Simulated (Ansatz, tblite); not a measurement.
# The cluster Al₃H₃: removing and adding an electron

The task here is to estimate one member of a computed series from the others.

The runs use Ansatz 0.2.0, Gaussian basis; as each input shows.

The runs, in order: charge +1 doublet, at the geometry of the singlet (PBE0-D4/def2-TZVP, PBE-D4/def2-TZVP, r2SCAN-D4/def2-TZVP, CCSD(T)/def2-TZVPP); charge -1 doublet, at the geometry of the singlet (PBE0-D4/def2-TZVPD, PBE-D4/def2-TZVPD, r2SCAN-D4/def2-TZVPD, CCSD(T)/def2-TZVPD); the starting singlet's energies come from earlier runs.

1 further run of the same task is left out (set aside as unsound or not needed).

### The structure

The geometry is that of the singlet, from an earlier relaxation (PBE-D4/def2-TZVP). At that level it is the lowest of the isomers that a small search found.

6 atoms, charge 0, spin multiplicity 1.

Atoms are counted from 1 here; the program's logs count them from 0.

Bond lengths: Al1–Al2 2.466 Å, Al1–Al3 2.695 Å, Al1–H5 1.616 Å, Al2–Al3 2.466 Å, Al3–H6 1.616 Å. Angles: Al2–Al1–Al3 56.9°, Al2–Al1–H5 159.9°, Al3–Al1–H5 132.6°, Al1–Al2–Al3 66.2°, Al1–Al3–Al2 56.9°, Al1–Al3–H6 132.7°, Al2–Al3–H6 160.0°.

The first run:

File in.yaml:

```yaml
crystal:
  periodic: [false, false, false]
  atoms:
    - {symbol: Al, position_ang: [0.567994, 1.269332, 0.142823]}
    - {symbol: Al, position_ang: [-1.107318, 0.305522, 1.674338]}
    - {symbol: Al, position_ang: [0.041259, -1.369980, 0.275588]}
    - {symbol: H, position_ang: [-0.974258, 0.180713, -0.315904]}
    - {symbol: H, position_ang: [1.212318, 2.199670, -1.010308]}
    - {symbol: H, position_ang: [0.260004, -2.585267, -0.766527]}
basis:
  gaussian: {orbitals: def2-TZVP}
total_charge: 1
magnetization: {spin_polarized: true, initial_magnetization: 1}
hamiltonian: {xc: pbe0, dispersion: d4}
output: {orbitals: {seedname: orbitals}}
```

On the command line:

```bash
ansatz run in.yaml --threads 4 --pin off --events-out ev --progress --plain --max-ram 3916MiB
```

Steps of the session up to this table: Charge +1 doublet at the fixed geometry, PBE0-D4/def2-TZVP; Charge +1 doublet at the fixed geometry, PBE-D4/def2-TZVP; Charge +1 doublet at the fixed geometry, r2SCAN-D4/def2-TZVP; Charge +1 doublet at the fixed geometry, CCSD(T)/def2-TZVPP; Charge -1 doublet at the fixed geometry, PBE0-D4/def2-TZVPD; Charge -1 doublet at the fixed geometry, PBE-D4/def2-TZVPD; Charge -1 doublet at the fixed geometry, r2SCAN-D4/def2-TZVPD; Charge -1 doublet at the fixed geometry, CCSD(T)/def2-TZVPD.

One table of the session follows, with a row left open; its other results are not shown here.

It belongs to the step «Vertical electron affinity». 

| method | vertical electron affinity (eV) |
| --- | --- |
| HF/def2-TZVPD | ? |
| PBE-D4/def2-TZVPD | 1.08 |
| r2SCAN-D4/def2-TZVPD | 1.14 |
| PBE0-D4/def2-TZVPD | 1.11 |
| MP2/def2-TZVPD | 0.79 |
| CCSD/def2-TZVPD | 0.91 |
| CCSD(T)/def2-TZVPD | 0.94 |

**Question.** Estimate the row for HF/def2-TZVPD.

As computed: vertical electron affinity (eV): 0.54. In the column «vertical electron affinity (eV)» it is the lowest.

Caveats from the session: Doubts: large T1 diagnostic, spin contamination. CCSD(T)/def2-TZVPP is no safe reference here (large T1 diagnostic, spin contamination). The closed-shell reference under CCSD(T)/def2-TZVPD is unstable towards broken spin symmetry, which adds to the doubt on it. The anion's highest level is positive in at least one run, so there the basis alone may hold the extra electron.
